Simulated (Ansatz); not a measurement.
# AlNH2+ (doublet): the correlation ladder, cc-pVDZ

The task here is to estimate one member of a computed series from the others.

Method: cc-pVDZ, core rule «outside noble gas», up to 6 orbitals frozen; program: Ansatz 0.2.0, Gaussian basis.

Plan: UHF; CCSD(T) on ROHF; CCSD(T) on UHF; BCCD(T) on ROHF; CISD; CCSDT(Q) on ROHF; CCSDT(Q) on UHF; CCSDTQ on ROHF.

7 further runs of the same task are left out: 4 for a known fault of the program, 3 set aside as unsound or not needed.

## The system

The geometry is a PBE0/def2-TZVP stationary point (not a proven minimum) of the parent state, kept for this charge and spin.

4 atoms, charge 1, spin multiplicity 2.

Atoms are counted from 1 here; the program's logs count them from 0.

Bond lengths: Al1–N2 1.614 Å, Al1–H3 1.559 Å, N2–H4 0.997 Å. Angles: N2–Al1–H3 173.6°, Al1–N2–H4 169.2°.

Coordinates:

```xyz
4
AlH2N
Al    0.0000   -0.0211    0.6643
N     0.0000    0.0382   -0.9486
H     0.0000    0.0963    2.2187
H     0.0000   -0.1134   -1.9344
```

Set-up of the first run:

Input file in.yaml:

```yaml
crystal:
  periodic: [false, false, false]
  atoms:
    - {symbol: Al, position_ang: [0.000000, -0.021076, 0.664322]}
    - {symbol: N, position_ang: [0.000000, 0.038158, -0.948564]}
    - {symbol: H, position_ang: [0.000000, 0.096278, 2.218682]}
    - {symbol: H, position_ang: [0.000000, -0.113360, -1.934441]}
basis:
  gaussian: {orbitals: cc-pVDZ}
total_charge: 1
magnetization: {spin_polarized: true, initial_magnetization: 1}
hamiltonian: {xc: hf}
output: {orbitals: {seedname: orbitals}}
```

Command:

```
$ ansatz run in.yaml --threads 1 --pin off --events-out ev --progress --plain --max-ram 4096MiB --backend cpu
```

Steps of the session up to this table: UHF; CCSD(T) on ROHF; CCSD(T) on UHF; BCCD(T) on ROHF; CISD; CCSDT(Q) on ROHF; CCSDT(Q) on UHF; CCSDTQ on ROHF.

One of the session's tables, all rows but one given; the rest of the session is left out.

```
   method  from RCCSDTQ (meV)
     ROHF             +5677.5
      UHF             +5577.2
     RMP2              +817.9
     UMP2              +818.9
     CISD              +449.0
    RCCSD                   ?
    UCCSD              +138.8
 RCCSD(T)               +29.2
 UCCSD(T)               +28.9
  BCCD(T)               +29.3
   RCCSDT               +11.0
   UCCSDT               +10.4
RCCSDT(Q)                +0.6
UCCSDT(Q)                -0.7
  RCCSDTQ                   0
```

**Question.** Estimate the row for RCCSD.

As computed: from RCCSDTQ (meV): +140.7. In the column «from RCCSDTQ (meV)» it lies between UCCSD (+138.8) and CISD (+449.0).

Some runs used a GPU and others CPU threads alone; cost is compared among the CPU runs only.

Among the levels timed on like hardware, those that no quicker one beats, quickest first: CISD (1.7 s, +449.0 meV); BCCD(T) (3.7 s, +29.3 meV); UCCSD(T) (13 s, +28.9 meV); UCCSDT(Q) (15 s, -0.7 meV); RCCSDT(Q) (16 s, +0.6 meV).

To keep in mind: Restricted and unrestricted rows rest on different reference determinants; where their highest levels disagree by more than a few hundredths of an eV, they describe different states and don't form one ladder.
